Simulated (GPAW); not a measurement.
**SiHSCl (SMILES S[Si]Cl) at revPBE/dzp (scalar-relativistic datasets)**

We compute ionisation energies of SiHSCl. Input form: an ASE script.

Program for the calculation: GPAW 26.7.0.

8 further runs of the same task are left out: 1 that didn't finish, 7 set aside as unsound or not needed.

## (1) The molecule

SiHSCl: 4 atoms, total charge 0, spin state singlet. As SMILES, `S[Si]Cl`. The shape is that of a GFN2-xTB optimisation.

Bond lengths: S1–Si2 2.185 Å, Si2–Cl3 2.042 Å, S1–H4 1.326 Å. Angles: S1–Si2–Cl3 99.7°, Si2–S1–H4 94.9°.

## (2) Ionisation energies at revPBE/dzp (scalar-relativistic datasets)

Input file clhssi_ipea.py:

```python
import numpy as np
from ase import Atoms
from ase.units import Bohr
from gpaw import GPAW

positions_bohr = np.array(
              [[ -0.261236,   1.860379,  -1.140752],
               [ -0.371728,  -1.724186,   0.907295],
               [  3.330945,  -1.982266,   1.961914],
               [ -2.697981,   1.846055,  -1.728457]])
mol = Atoms('SSiClH', positions=positions_bohr * Bohr)
mol.center(vacuum=4.5)

energies = {}
for name, charge, unpaired in [('neutral', 0, 0), ('oxidised', 1, 1)]:
    mol.set_initial_magnetic_moments([unpaired / len(mol)] * len(mol))
    calc = GPAW(mode='lcao',
                basis='dzp',
                h=0.22,
                xc='revPBE',
                charge=charge,
                occupations={'name': 'fermi-dirac', 'width': 0.0, 'fixmagmom': unpaired > 0},
                maxiter=100,
                symmetry='off',
                txt='-')
    mol.calc = calc
    energies[name] = mol.get_potential_energy()
    print(f'{name:10} {energies[name]:12.5f} eV')

ip = energies['oxidised'] - energies['neutral']
print(f'Vertical IP: {ip:.3f} eV')
```

Launch:

```sh
python clhssi_ipea.py > clhssi_ipea.log
```

What it wrote:

```text
[...]
Number of symmetries: 1
[...]
  Number of IBZ points: 1
[...]
basis functions: 44
Spin-components: 1 (collinear spins)
Bands:           13
[...]
  Valence electrons: 18.0
[...]
  Grid points: [56 52 48]
  Charge: 0.0  # |e|
[...]
    cutoffs:
[...]
occupation numbers:
  # Zero width
[...]
xc functional:
  name: revPBE with 2 nearest neighbor stencil
[...]
|iter     |     time |      energy | eigst |  dens |
[...]
|iter:   1| 00:00:06 |  -13.862516 |      c|       |
[...]
Converged in 8 steps
[...]
dipole moment: (-0.205394, 0.025504, -0.064986)  # |e|*Ang
Fermi level: -4.259
[...]
|iter:  11| 00:00:46 |   -4.883352c|      c| -4.31c|  +1.0000|
Converged in 11 steps
[...]
Energy contributions relative to reference atoms: (reference = -31319.736399)
Energy contributions:
  Kinetic:           7.291752
  Coulomb:          -6.944084
  Zero:              0.196897
  External:          0.000000
  Xc:               -5.427917
  Entropy:           0.000000
  Spinorbit:         0.000000
  ----------------------------
  Free energy:      -4.883352
  Extrapolated:     -4.883352
[...]
Total magnetic moment: (0.000000, 0.000000, 1.000001)
Local magnetic moments
|        x |        y |         z |
|----------|----------|-----------|
| 0.000000 | 0.000000 |  0.156181 |  # S    0
| 0.000000 | 0.000000 |  0.236233 |  # Si   1
| 0.000000 | 0.000000 |  0.085261 |  # Cl   2
| 0.000000 | 0.000000 | -0.000772 |  # H    3
Fermi levels: -10.662, -12.257
Eigenvalues  # (at kpt = [0.000, 0.000, 0.000])
| band index |      eig [eV] | occ [0-1] |      eig [eV] | occ [0-1] |
|------------|---------------|-----------|---------------|-----------|
|          0 |       -27.148 |     1.000 |       -26.970 |     1.000 |
|          1 |       -24.852 |     1.000 |       -24.599 |     1.000 |
|          2 |       -18.880 |     1.000 |       -18.535 |     1.000 |
|          3 |       -16.411 |     1.000 |       -16.197 |     1.000 |
|          4 |       -15.470 |     1.000 |       -15.080 |     1.000 |
|          5 |       -14.503 |     1.000 |       -14.408 |     1.000 |
|          6 |       -14.300 |     1.000 |       -14.013 |     1.000 |
|          7 |       -12.966 |     1.000 |       -12.741 |     1.000 |
|          8 |       -12.838 |     1.000 |       -11.773 |     0.000 |
|          9 |        -9.550 |     0.000 |        -9.000 |     0.000 |
|         10 |        -6.980 |     0.000 |        -6.363 |     0.000 |
|         11 |        -6.179 |     0.000 |        -5.722 |     0.000 |
[...]
Gap: 2.223 eV
Transition (v -> c):
  (s=1, k=0, n=8, [0.00, 0.00, 0.00]) -> (s=0, k=0, n=9, [0.00, 0.00, 0.00])
No difference between direct/indirect transitions
vacuum-level: 0.000  # V
oxidised       -4.88335 eV
Vertical IP: 8.757 eV
```

Run time: 48 s. Hardware: 1 thread of Intel Xeon at 2.50GHz (Skylake/Cascade Lake), shared host; peak memory 0.61 GiB.

## (3) Summary of results

Level: revPBE/dzp (scalar-relativistic datasets).

```
               quantity    value
first ionisation energy  8.76 eV
```
